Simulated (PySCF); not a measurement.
CH5N, SMILES CN. Heavy atoms are numbered as in [CH3:1][NH2:2]. Hydrogens are named by the atom that carries them.

Geometry: PBE0-D3(BJ)/def2-TZVP.

Method: PySCF with PBE/pcSseg-2.

GIAO shieldings, no solvent; atoms alike by connectivity are averaged. δ = σ(ref) − σ: ¹³C against TMS (σ = 181.4 ppm); ¹⁵N against NH3 (σ = 262.8 ppm); ¹H against TMS (σ = 31.47 ppm), references at their B3LYP-D3(BJ)/def2-TZVP geometries, non-relativistic.

```
nucleus     atoms  count  δ (ppm)
-------  --------  -----  -------
¹³C      C1 (CH3)      1     34.0
¹⁵N      N2 (NH2)      1     23.0
¹H        H on C1      3     2.72
¹H        H on N2      2     0.10
```
